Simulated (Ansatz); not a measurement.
# PS+ (quintet): from Hartree-Fock to the top rungs, def2-TZVPP

One table from this session's results is given with a row withheld; the runs are named, their logs left out.

Program: Ansatz 0.2.0, Gaussian basis. Level of theory: def2-TZVPP, core rule «outside noble gas», up to 10 orbitals frozen. These are calculated values, not measurements.

The runs, in order: UHF; ROHF; CCSD(T) on UHF.

## The system

The geometry is a PBE0/def2-TZVP stationary point (not a proven minimum) of the parent state, kept for this charge and spin.

2 atoms, charge 1, spin multiplicity 5.

Atoms are counted from 1 here; the program's logs count them from 0.

Bond lengths: P1–S2 2.137 Å.

As a file:

```xyz
2

P     0.0000    0.0000    0.0000
S     0.0000    0.0000    2.1370
```

Set-up of the first run:

Input file in.yaml:

```yaml
crystal:
  periodic: [false, false, false]
  atoms:
    - {symbol: P, position_ang: [0.000000, 0.000000, 0.000000]}
    - {symbol: S, position_ang: [0.000000, 0.000000, 2.137000]}
basis:
  gaussian: {orbitals: def2-TZVPP}
total_charge: 1
magnetization: {spin_polarized: true, initial_magnetization: 4}
hamiltonian: {xc: hf}
output: {orbitals: {seedname: orbitals}}
```

Launch:

```bash
ansatz run in.yaml --threads 1 --pin off --events-out ev --progress --plain --max-ram 2393MiB
```

Among the steps run: UHF; ROHF; CCSD(T) on UHF.

One of the session's tables, all rows but one given; the rest of the session is left out.

It belongs to the step «Misses and costs». 

```
  method  from UCCSD(T) (meV)
    ROHF              +7033.1
     UHF                    ?
    UMP2              +1395.0
   UCCSD               +272.8
UCCSD(T)                    0
```

**Question.** Estimate the row for UHF.

The run gave: from UCCSD(T) (meV): +6627.1. In the column «from UCCSD(T) (meV)» it lies between UMP2 (+1395.0) and ROHF (+7033.1).
